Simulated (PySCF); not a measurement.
How far are cheaper levels from CCSD(T)/CBS for HCl?

PySCF; the state is a singlet (closed shell). The composite is CCSD(T) extrapolated to the basis-set limit from two correlation-consistent sets, with core-valence (CV) and scalar-relativistic (SR) terms as its label shows; it has no spin–orbit coupling and nothing beyond (T). Here it is CCSD(T)/CBS(TQ)+CV+SR. It gives Re = 1.275 Å, ωe = 2993 cm⁻¹ and De = 4.66 eV to H + Cl.

```tsv
level	basis	relativity	Re (Å)	ωe (cm⁻¹)	De (eV)
RHF-MP2	aug-pcseg-1	no relativity	1.285	3041	4.33
RHF-CCSD	6-31G(d,p)	no relativity	1.272	3074	4.21
RHF-CCSD	aug-cc-pVDZ/aug-cc-pV(D+d)Z	no relativity	1.286	3004	4.37
RHF-CCSD(T)	jorge-DZP-DKH	spin-free X2C	1.290	2985	4.23
RHF-CCSD(T)	pcseg-2	no relativity	1.273	3014	4.53
LDA	jorge-DZP-DKH	spin-free X2C	1.305	2853	5.06
PBE	jorge-DZP-DKH	spin-free X2C	1.303	2859	4.47
BLYP	aug-cc-pVDZ/aug-cc-pV(D+d)Z	no relativity	1.300	2840	4.50
PBE0	x2c-TZVPPall	spin-free X2C	1.278	2997	4.53
MN15	pcseg-2	no relativity	1.273	3017	4.61
```

Task: Give the difference of each row from the composite.

Result: 

```csv
level,basis,ΔRe (pm),Δωe (%),ΔDe (eV)
RHF-MP2,aug-pcseg-1,+1.0,+1.6,-0.33
RHF-CCSD,"6-31G(d,p)",-0.3,+2.7,-0.45
RHF-CCSD,aug-cc-pVDZ/aug-cc-pV(D+d)Z,+1.1,+0.4,-0.29
RHF-CCSD(T),jorge-DZP-DKH,+1.5,-0.3,-0.43
RHF-CCSD(T),pcseg-2,-0.2,+0.7,-0.13
LDA,jorge-DZP-DKH,+3.0,-4.7,+0.40
PBE,jorge-DZP-DKH,+2.8,-4.5,-0.19
BLYP,aug-cc-pVDZ/aug-cc-pV(D+d)Z,+2.5,-5.1,-0.16
PBE0,x2c-TZVPPall,+0.3,+0.1,-0.13
MN15,pcseg-2,-0.2,+0.8,-0.05
```

Task: Which rows come closest in De?

Result: MN15 in pcseg-2 (-0.05 eV), counted from the composite.

Correlated steps freeze 5 core orbitals. Correlated levels converge slowly with the basis: in double zeta they bind strong bonds too weakly, by up to about 1 eV, and carry superposition errors of some tenths. Where the molecule has an RHF reference, its open-shell atoms are computed with UHF.
